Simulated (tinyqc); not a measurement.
Worked calculation: Pariser-Parr-Pople SCF with singles CI, for the molecule c1ccoc1 (SMILES; centres numbered as the heavy atoms are written). One step of it, computed by the program tinyqc.

Task: Iteration 3: orbitals and new P. Diagonalise F (the basis is taken as orthonormal) and form P = 2 sum c c over the lowest orbitals.

F (eV), order 1C, 2C, 3C, 4O, 5C:
```
[[-5.403515, -4.353273, 0.192551, 0.770408, -5.447023],
 [-4.353273, -5.402584, -5.447980, 0.770096, 0.192398],
 [0.192551, -5.447980, -6.487108, -4.156961, 1.007248],
 [0.770408, 0.770096, -4.156961, -12.376696, -4.157743],
 [-5.447023, 0.192398, 1.007248, -4.157743, -6.487381]]
```

pi electrons, sum of z_r less the charge = 6

Give: orbital energies; P after iteration 3.

Result:

orbital energies (eV): [-16.330, -11.758, -10.768, 0.475, 2.223]

P after iteration 3, order 1C, 2C, 3C, 4O, 5C:
```
[[1.048, 0.544, -0.074, -0.257, 0.794],
 [0.544, 1.048, 0.794, -0.257, -0.074],
 [-0.074, 0.794, 1.114, 0.453, -0.382],
 [-0.257, -0.257, 0.453, 1.676, 0.453],
 [0.794, -0.074, -0.382, 0.453, 1.114]]
```
